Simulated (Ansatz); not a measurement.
Input file:

```yaml
crystal:
  periodic: [false, false, false]
  atoms:
    - {symbol: N, position_ang: [0.000000, 0.000000, 1.596300]}
    - {symbol: Si, position_ang: [0.000000, 0.000000, -0.043500]}
    - {symbol: O, position_ang: [0.000000, 0.000000, -1.552800]}
basis:
  gaussian: {orbitals: STO-3G}
magnetization: {spin_polarized: true, initial_magnetization: 3}
correlation: {method: ccsdt_q_b, electrons: all}
scf: {lower_state_search: light}
```

```sh
$ ansatz run in.yaml --threads 1 --pin off --events-out ev --progress --plain --max-ram 2393MiB
```

Output:

```
322 factors; integrals over basis functions are off by at most 3.1e-8 eV
mean field evaluation 1: about -11232.0249 eV, gradient 2.1e1 eV
mean field evaluation 2: about -11232.0841 eV, gradient 2.1e1 eV
mean field evaluation 4: about -11236.3087 eV, gradient 2.9e0 eV
mean field evaluation 8: about -11236.6012 eV, gradient 5.5e-1 eV
mean field evaluation 16: about -11236.6101 eV, gradient 5.0e-3 eV
mean field evaluation 32: about -11236.4323 eV, gradient 9.4e-1 eV
mean field evaluation 64: about -11234.1246 eV, gradient 2.1e0 eV
mean field evaluation 96: about -11235.8136 eV, gradient 7.9e-1 eV
mean field evaluation 128: about -11236.6403 eV, gradient 1.1e0 eV
mean field evaluation 160: about -11235.2705 eV, gradient 4.5e0 eV
...
cycle  16  -4.56186844 eV  change   -2.3e-4 eV  update   1.0e-4
cycle  17  -4.56212694 eV  change   -2.6e-4 eV  update   6.7e-5
cycle  18  -4.56215833 eV  change   -3.1e-5 eV  update   3.7e-5
cycle  19  -4.56217627 eV  change   -1.8e-5 eV  update   1.9e-5
cycle  20  -4.56217127 eV  change    5.0e-6 eV  update   1.2e-5
cycle  21  -4.56217202 eV  change   -7.5e-7 eV  update   7.6e-6
cycle  22  -4.56217535 eV  change   -3.3e-6 eV  update   4.8e-6
cycle  23  -4.56217081 eV  change    4.5e-6 eV  update   2.6e-6
cycle  24  -4.56216859 eV  change    2.2e-6 eV  update   1.3e-6
cycle  25  -4.56216790 eV  change    6.9e-7 eV  update   8.2e-7
perturbative correction -0.00273512 eV, -0.0001005138 hartree
Total energy: -11241.27263260 eV, -413.1091496396 hartree
```

Ran on 1 thread of AMD EPYC 9R45, shared host: 13 s wall, 0.69 GiB peak host memory.
